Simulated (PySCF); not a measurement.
**The potential of point charges around `[PH-]c1ccoc1`**

Species: `[PH-]c1ccoc1`, charge -1. Coordinates (PBE0-D3(BJ)/def2-SVP, Å) and charges (e) from the PBE0/pcSseg-1 density (PySCF):

```csv
atom,x,y,z,Mulliken,IAO,Hirshfeld,ESP-fitted
P1,3.564,0.652,0.031,-0.3397,-0.4544,-0.4784,-0.8109
C2,1.899,-0.041,0.105,-0.2895,-0.2048,-0.1193,-0.0099
C3,0.695,0.727,-0.169,-0.1961,-0.2301,-0.1216,-0.2209
C4,-0.376,-0.099,-0.022,+0.1275,-0.0287,-0.0459,-0.1524
O5,0.013,-1.337,0.324,-0.4121,-0.2846,-0.1236,-0.1777
C6,1.394,-1.295,0.399,+0.0543,-0.1114,-0.0839,-0.1341
H7,4.228,-0.580,0.389,-0.1003,-0.0832,-0.1043,+0.0746
H8,0.666,1.782,-0.442,+0.0449,+0.1346,+0.0284,+0.1865
H9,-1.450,0.054,-0.134,+0.0584,+0.1304,+0.0290,+0.1289
H10,1.871,-2.232,0.674,+0.0525,+0.1321,+0.0195,+0.1158
```

Points outside the species (Å): A (1.7, -4.4, -4.2); B (2.6, -3.7, 4.0); C (-3.6, -6.5, 3.4); D (6.1, 1.9, -1.1).

Question: Find the potential V = 14.3996 V·Å × Σ q/r of each set of charges at these points.

Answer: In volts:

```
point  nearest atom  distance (Å)  Mulliken     IAO  Hirshfeld  ESP-fitted
    A           H10          5.34    -2.299  -2.296     -2.246      -2.233
    B           H10          3.71    -2.605  -2.582     -2.580      -2.473
    C            O5          7.01    -1.607  -1.569     -1.532      -1.512
    D            P1          3.04    -3.496  -3.718     -3.751      -4.135
```

Question: How far are the other sets from the ESP-fitted one at these points?

Answer: Root-mean-square difference: Hirshfeld 0.199 V, IAO 0.220 V, Mulliken 0.331 V. The ESP scheme is a least-squares fit of atom-centred charges to the potential on four shells outside the van der Waals surface, with the total charge fixed.

Question: What energy would a point charge of -2 e have at D in the field of the ESP charges, leaving out polarisation?

Answer: +8.269 eV = +797.9 kJ/mol, a repulsion. The total charge alone, placed at the mean of the coordinates, would give +5.297 eV.

One conformer (not necessarily the lowest) at the PBE0-D3(BJ)/def2-SVP geometry, without solvent, vibrations or thermal averaging. The pcSseg-1 basis has no diffuse functions, a weakness for an anion. The HOMO energy is positive at this level (+0.92 eV), so the outermost electrons may be held by the finite basis alone.

These values come from a run that also computed NMR shieldings. On an Arm Neoverse V1 with one thread, shared host with 32 logical CPUs at a one-minute load of 14, this took 11 s and 0.65 GiB of memory at its peak.

Shape of the structure used: `[PH-:1][c:2]1[cH:3][cH:4][o:5][cH:6]1`: H–P1–C2–C3 180°.
